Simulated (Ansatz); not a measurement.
The input, for Ansatz 0.2.0:

```yaml
crystal:
  periodic: [false, false, false]
  atoms:
    - {symbol: Cl, position_ang: [0.075971, -0.180712, 1.313135]}
    - {symbol: Si, position_ang: [-0.088903, 0.569685, -0.582985]}
    - {symbol: O, position_ang: [-0.012283, -0.599590, -1.886392]}
basis:
  gaussian: {orbitals: cc-pVDZ}
magnetization: {spin_polarized: false, initial_magnetization: 3}
hamiltonian: {xc: hf}
output: {forces: true, orbitals: {seedname: orbitals}}
```

```sh
$ ansatz run in.yaml --threads 1 --pin off --events-out ev --progress --plain --max-ram 2393MiB
```

Output:

```
508 factors; integrals over basis functions are off by at most 6.9e-4 eV
mean field evaluation 1: about -22394.5822 eV, gradient 3.0e1 eV
mean field evaluation 2: about -22394.6238 eV, gradient 3.0e1 eV
mean field evaluation 4: about -22400.2539 eV, gradient 8.5e0 eV
mean field evaluation 8: about -22401.0673 eV, gradient 9.8e-1 eV
mean field evaluation 16: about -22401.0903 eV, gradient 4.9e-5 eV
mean field evaluation 32: about -22401.1714 eV, gradient 3.4e-4 eV
mean field evaluation 64: about -22401.1170 eV, gradient 1.8e0 eV
mean field evaluation 96: about -22389.4095 eV, gradient 3.3e1 eV
mean field evaluation 128: about -22392.8762 eV, gradient 3.2e1 eV
mean field evaluation 160: about -22389.4317 eV, gradient 3.1e1 eV
mean field evaluation 192: about -22401.0902 eV, gradient 5.2e-2 eV
mean field -22401.17144726 eV, -823.2278666273 hartree, gradient 2.7e-6 eV, S^2 3.750000; 2 other end points of the search recorded, 0 dependent functions left out
the calculation of the forces begins
reference -22401.17144726 eV, -823.2278666273 hartree; 21, 18 occupied and 29, 32 virtual orbitals, 508 factors
Total energy: -22401.17144726 eV, -823.2278666273 hartree
Atom 0 at     0.075971    -0.180712     1.313135 Å, force     0.044625    -0.196952     0.529584 eV/Å
Atom 1 at    -0.088903     0.569685    -0.582985 Å, force    -0.025510    -0.081521    -0.819516 eV/Å
Atom 2 at    -0.012283    -0.599590    -1.886392 Å, force    -0.019115     0.278473     0.289932 eV/Å
Dipole moment:    -0.041247     0.363558    -0.006239 e Å
```

Forces (eV/Å):
```
Cl   0.045 -0.197  0.530
Si  -0.026 -0.082 -0.820
O   -0.019  0.278  0.290
```

Ran on 1 thread of Arm Neoverse V1, shared host: 2 s wall, 0.18 GiB peak host memory.
